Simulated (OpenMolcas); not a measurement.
# BH2O (SMILES B[O]), step by step

Aim: a single-point energy (UHF/STO-3G), then a single-point energy (CASSCF(3,3)/STO-3G), then a single-point energy (CASPT2(3,3)/STO-3G), then the energy (SC-NEVPT2(3,3)/STO-3G), then a single-point energy (MRCI(3,3)/STO-3G) of BH2O. 

The results are computed with OpenMolcas 26.06.

## (1) The system as given

BH2O: 4 atoms, total charge 0, spin state doublet. SMILES: `B[O]`. The B1–H3 distance was set to 2.422 Å, away from the relaxed value. At this shape a bond of the SMILES string is far longer than usual.

Bond lengths: B1–O2 1.281 Å, B1–H4 1.211 Å. Angles: O2–B1–H4 119.9°.

## (2) The energy at UHF/STO-3G (run 1)

geom.xyz

```xyz
4

B      1.050438     0.567121    -0.181806
O      2.076838     0.236621     0.510194
H     -1.052600    -0.587700     0.151600
H      1.135438     1.455921    -1.000306
```

step1.input

```
&GATEWAY
  BasLib = $CurrDir
  Coord = geom.xyz
  Basis = STO-3G
  Group = NoSym

&SEWARD

&SCF
  UHF
  Spin = 2
  Scramble = 0.25
  PrOrbitals = 1 1
```

The basis set STO-3G is read from a file made from the Basis Set Exchange's data (not shown).

Started as:

```console
$ export MOLCAS_MEM=1860
$ pymolcas step1.input > step1.log
```

Standard output, cut to the lines that bear on the results:

```text
--- Start Module: gateway ---
[...]
--- Stop Module: gateway /rc=_RC_ALL_IS_WELL_ ---
--- Start Module: seward ---
[...]
      Basis functions           12
--- Stop Module: seward /rc=_RC_ALL_IS_WELL_ ---
--- Start Module: scf ---
[...]
       Convergence after  31 Iterations
[...]
::    Total SCF energy                                -99.2430817992
[...]
      Total spin, S                                     0.7700785188
[...]
      Total electronic charge=   15.000000
      Total            charge=   -0.000000
[...]
      Dipole Moment (debye):
      Origin of the operator (angstrom)=    1.5461    0.3757    0.1828
                   X= -6.4166E-01               Y=  1.1152E-01               Z= -3.4170E-01           Total=  7.3548E-01
      Quadrupole Moment (debye*angstrom):
[...]
--- Stop Module: scf /rc=_RC_ALL_IS_WELL_ ---
[...]
```

It took 2 s on 1 thread of Arm Neoverse V1, shared host; peak memory 0.37 GiB.

## (3) The energy at CASSCF(3,3)/STO-3G (run 2)

geom.xyz is that of step 2.

step2.inp

```
>>> EXPORT MOLCAS_PRINT=2

&gateway
  baslib=$CurrDir
  coord=geom.xyz
  basis=STO-3G
  group=NoSym

&seward

&rasscf
  fileorb=$CurrDir/step1.UnaOrb
  spin=2
  nactel=3 0 0
  inactive=6
  ras2=3
  orblisting=Nothing
```

The basis set STO-3G is read from a file made from the Basis Set Exchange's data (not shown).

Started as:

```console
$ export MOLCAS_MEM=1860
$ pymolcas step2.inp > step2.log
```

Standard output, cut to the lines that bear on the results:

```text
--- Start Module: gateway ---
[...]
--- Stop Module: gateway /rc=_RC_ALL_IS_WELL_ ---
--- Start Module: seward ---
[...]
      Basis functions           12
--- Stop Module: seward /rc=_RC_ALL_IS_WELL_ ---
--- Start Module: rasscf ---
[...]
      Number of active orbitals                  3
[...]
      Spin quantum number                      0.5
[...]
      Active orbitals                            3
[...]
      Number of CSFs                             8
[...]
      Number of root(s) required                 1
[...]
      Convergence after 14 iterations
[...]
      printout of CI-coefficients larger than  0.05 for root  1
      energy=     -99.273352
      conf/sym  111     Coeff  Weight
             1  2u0  -0.94292 0.88910
             4  udu  -0.10875 0.01183
             5  02u   0.07544 0.00569
             6  uud  -0.06243 0.00390
             7  u02   0.05696 0.00324
             8  0u2  -0.29119 0.08479
      Natural orbitals and occupation numbers for root  1
      sym 1:   1.799424   1.002276   0.198300
      ************************************************************************************************************************
      *                                                    Final results                                                     *
[...]
::    RASSCF root number  1 Total energy:    -99.27335240
[...]
      Total electronic charge=   15.000000
      Total            charge=   -0.000000
[...]
      Dipole Moment (debye):
      Origin of the operator (angstrom)=    1.5461    0.3757    0.1828
                   X= -8.3024E-01               Y=  2.1226E-01               Z= -5.0710E-01           Total=  9.9574E-01
      Quadrupole Moment (debye*angstrom):
[...]
--- Stop Module: rasscf /rc=_RC_ALL_IS_WELL_ ---
[...]
```

Wall time 1.8 s (1 thread of Arm Neoverse V1, shared host); peak memory 0.37 GiB.

## (4) The energy at CASPT2(3,3)/STO-3G (run 3)

geom.xyz is that of step 3.

step3.inp

```
* BH2O CASPT2

&GATEWAY
  BasLib = $CurrDir
  Coord = geom.xyz
  Basis = STO-3G
  Group = NoSym

&SEWARD

&RASSCF
  FileOrb = $CurrDir/step2.RasOrb
  Spin = 2
  Nactel = 3 0 0
  Inactive = 6
  Ras2 = 3
  OrbListing = Nothing

&CASPT2
  Imaginary = 0.1
  Frozen = 2
```

The basis set STO-3G is read from a file made from the Basis Set Exchange's data (not shown).

Started as:

```console
$ export MOLCAS_MEM=1860
$ pymolcas step3.inp > step3.log
```

Standard output, cut to the lines that bear on the results:

```text
--- Start Module: gateway ---
[...]
--- Stop Module: gateway /rc=_RC_ALL_IS_WELL_ ---
[...]
      Basis functions           12
[...]
--- Start Module: rasscf ---
[...]
      Number of active orbitals                  3
[...]
      Spin quantum number                      0.5
[...]
      Active orbitals                            3
[...]
      Number of CSFs                             8
[...]
      Number of root(s) required                 1
[...]
      Convergence after  4 iterations
[...]
      printout of CI-coefficients larger than  0.05 for root  1
      energy=     -99.273352
      conf/sym  111     Coeff  Weight
             1  2u0  -0.94293 0.88911
             4  udu  -0.10874 0.01182
             5  02u   0.07544 0.00569
             6  uud  -0.06242 0.00390
             7  u02   0.05695 0.00324
             8  0u2  -0.29118 0.08479
      Natural orbitals and occupation numbers for root  1
      sym 1:   1.799440   1.002276   0.198284
      ************************************************************************************************************************
      *                                                    Final results                                                     *
[...]
::    RASSCF root number  1 Total energy:    -99.27335241
[...]
      Total electronic charge=   15.000000
      Total            charge=   -0.000000
[...]
      Dipole Moment (debye):
      Origin of the operator (angstrom)=    1.5461    0.3757    0.1828
                   X= -8.3012E-01               Y=  2.1221E-01               Z= -5.0701E-01           Total=  9.9559E-01
      Quadrupole Moment (debye*angstrom):
[...]
--- Stop Module: rasscf /rc=_RC_ALL_IS_WELL_ ---
--- Start Module: caspt2 ---
[...]
 ###    WARNING: User changed nr of frozen orbitals.                         ###
 ###############################################################################
[...]
      E2 (Variational):          -0.0805139717
      Total energy:             -99.3538663784
[...]
      Reference weight:           0.95873
[...]
::    CASPT2 Root  1     Total energy:    -99.35386638
[...]
--- Stop Module: caspt2 /rc=_RC_ALL_IS_WELL_ ---
[...]
```

It took 1.7 s on 1 thread of Arm Neoverse V1, shared host; peak memory 0.37 GiB.

## (5) The energy at SC-NEVPT2(3,3)/STO-3G (run 4)

geom.xyz is that of step 4.

step4.inp

```
>>> EXPORT MOLCAS_PRINT=2

&GATEWAY
 BasLib = $CurrDir
 Coord = geom.xyz
 Basis = STO-3G
 Group = NoSym

&SEWARD

&RASSCF
 FileOrb = $CurrDir/step2.RasOrb
 Spin = 2
 Nactel = 3 0 0
 Inactive = 6
 Ras2 = 3
 OrbListing = Nothing

&CASPT2
 SC-NEVPT2
 Frozen = 2
```

The basis set STO-3G is read from a file made from the Basis Set Exchange's data (not shown).

Started as:

```console
$ export MOLCAS_MEM=1860
$ pymolcas step4.inp > step4.log
```

Standard output, cut to the lines that bear on the results:

```text
--- Start Module: gateway ---
[...]
--- Stop Module: gateway /rc=_RC_ALL_IS_WELL_ ---
[...]
      Basis functions           12
[...]
--- Start Module: rasscf ---
[...]
      Number of active orbitals                  3
[...]
      Spin quantum number                      0.5
[...]
      Active orbitals                            3
[...]
      Number of CSFs                             8
[...]
      Number of root(s) required                 1
[...]
      Convergence after  4 iterations
[...]
      printout of CI-coefficients larger than  0.05 for root  1
      energy=     -99.273352
      conf/sym  111     Coeff  Weight
             1  2u0  -0.94293 0.88911
             4  udu  -0.10874 0.01182
             5  02u   0.07544 0.00569
             6  uud  -0.06242 0.00390
             7  u02   0.05695 0.00324
             8  0u2  -0.29118 0.08479
      Natural orbitals and occupation numbers for root  1
      sym 1:   1.799440   1.002276   0.198284
      ************************************************************************************************************************
      *                                                    Final results                                                     *
[...]
::    RASSCF root number  1 Total energy:    -99.27335241
[...]
      Total electronic charge=   15.000000
      Total            charge=   -0.000000
[...]
      Dipole Moment (debye):
      Origin of the operator (angstrom)=    1.5461    0.3757    0.1828
                   X= -8.3012E-01               Y=  2.1221E-01               Z= -5.0701E-01           Total=  9.9559E-01
      Quadrupole Moment (debye*angstrom):
[...]
--- Stop Module: rasscf /rc=_RC_ALL_IS_WELL_ ---
--- Start Module: caspt2 ---
[...]
 ###    WARNING: User changed nr of frozen orbitals.                         ###
 ###############################################################################
[...]
      E2 (Variational):          -0.0808838364
[...]
      E2 (Variational):          -0.0805601058
      Total energy:             -99.3539125125
[...]
      Reference weight:           0.95844
[...]
::    SC-NEVPT2 Root  1     Total energy:    -99.35391251
[...]
--- Stop Module: caspt2 /rc=_RC_ALL_IS_WELL_ ---
[...]
```

It took 1.7 s on 1 thread of Arm Neoverse V1, shared host; peak memory 0.37 GiB.

## (6) A single-point energy at MRCI(3,3)/STO-3G (run 5)

geom.xyz is that of step 5.

step5.inp

```
&GATEWAY
BasLib=$CurrDir
Coord=geom.xyz
Basis=STO-3G
Group=NoSym
&SEWARD
&RASSCF
FileOrb=$CurrDir/step2.RasOrb
Spin=2
Nactel=3 0 0
Inactive=6
Ras2=3
OrbListing=Nothing
&MOTRA
LumOrb
Frozen=2
&GUGA
Electrons=11
Spin=2
Inactive=4
Active=3
CIAll=1
&MRCI
SDCI
```

The basis set STO-3G is read from a file made from the Basis Set Exchange's data (not shown).

Started as:

```console
$ export MOLCAS_MEM=1860
$ pymolcas step5.inp > step5.log
```

Standard output, cut to the lines that bear on the results:

```text
--- Start Module: gateway ---
[...]
--- Stop Module: gateway /rc=_RC_ALL_IS_WELL_ ---
[...]
      Basis functions           12
[...]
      Number of active orbitals                  3
[...]
      Spin quantum number                      0.5
[...]
      Active orbitals                            3
[...]
      Number of CSFs                             8
[...]
      Number of root(s) required                 1
[...]
      Convergence after  4 iterations
[...]
      printout of CI-coefficients larger than  0.05 for root  1
      energy=     -99.273352
      conf/sym  111     Coeff  Weight
             1  2u0  -0.94293 0.88911
             4  udu  -0.10874 0.01182
             5  02u   0.07544 0.00569
             6  uud  -0.06242 0.00390
             7  u02   0.05695 0.00324
             8  0u2  -0.29118 0.08479
      Natural orbitals and occupation numbers for root  1
      sym 1:   1.799440   1.002276   0.198284
      ************************************************************************************************************************
      *                                                    Final results                                                     *
[...]
::    RASSCF root number  1 Total energy:    -99.27335241
[...]
      Dipole Moment (debye):
      Origin of the operator (angstrom)=    1.5461    0.3757    0.1828
                   X= -8.3012E-01               Y=  2.1221E-01               Z= -5.0701E-01           Total=  9.9559E-01
      Quadrupole Moment (debye*angstrom):
[...]
      *** WARNING: Default frozen orbitals is overwritten by user input.
      *** Default values:   2
[...]
--- Start Module: guga ---
[...]
--- Stop Module: guga /rc=_RC_ALL_IS_WELL_ ---
--- Start Module: mrci ---
[...]
       (But an ACPF correction will be computed)
       USE THE DEFAULT ACPF G-VALUE GFAC=  0.18181818181818182
[...]
                      CI ENERGY:   -99.37857495
[...]
                ACPF CORRECTION:    -0.00905816
[...]
      Total electronic charge=   15.000000
      Total            charge=   -0.000000
[...]
     ACPF CORRECTION:     -0.00905816
[...]
  CI State   1     Total energy:    -99.37857495     QDav:     -0.01128701     QACPF:     -0.00905816
[...]
--- Stop Module: mrci /rc=_RC_ALL_IS_WELL_ ---
[...]
```

Wall time 1.9 s (1 thread of Arm Neoverse V1, shared host); peak memory 0.37 GiB.

## (7) Outcome

```
                                                    quantity         value
                             run 1, UHF/STO-3G: total energy  -99.24308 Eh
                            run 1, UHF/STO-3G: dipole moment        0.74 D
       run 1, UHF/STO-3G: HOMO energy (highest over α and β)      -9.65 eV
        run 1, UHF/STO-3G: LUMO energy (lowest over α and β)       6.89 eV
                                     run 1, UHF/STO-3G: ⟨S²⟩         1.363
                     run 2, CASSCF(3,3)/STO-3G: total energy  -99.27335 Eh
   run 2, CASSCF(3,3)/STO-3G: dipole moment (CASSCF density)        1.00 D
                     run 3, CASPT2(3,3)/STO-3G: total energy  -99.35387 Eh
   run 3, CASPT2(3,3)/STO-3G: dipole moment (CASSCF density)        1.00 D
                  run 4, SC-NEVPT2(3,3)/STO-3G: total energy  -99.35391 Eh
run 4, SC-NEVPT2(3,3)/STO-3G: dipole moment (CASSCF density)        1.00 D
                       run 5, MRCI(3,3)/STO-3G: total energy  -99.37857 Eh
     run 5, MRCI(3,3)/STO-3G: dipole moment (CASSCF density)        1.00 D
```

**Reading.** ⟨S²⟩ (run 1, UHF/STO-3G) is 1.36 where a pure doublet has 0.75: the reference is spin-contaminated. Mulliken charges (run 2, CASSCF(3,3)/STO-3G) run from -0.19 on O2 to +0.22 on B1.
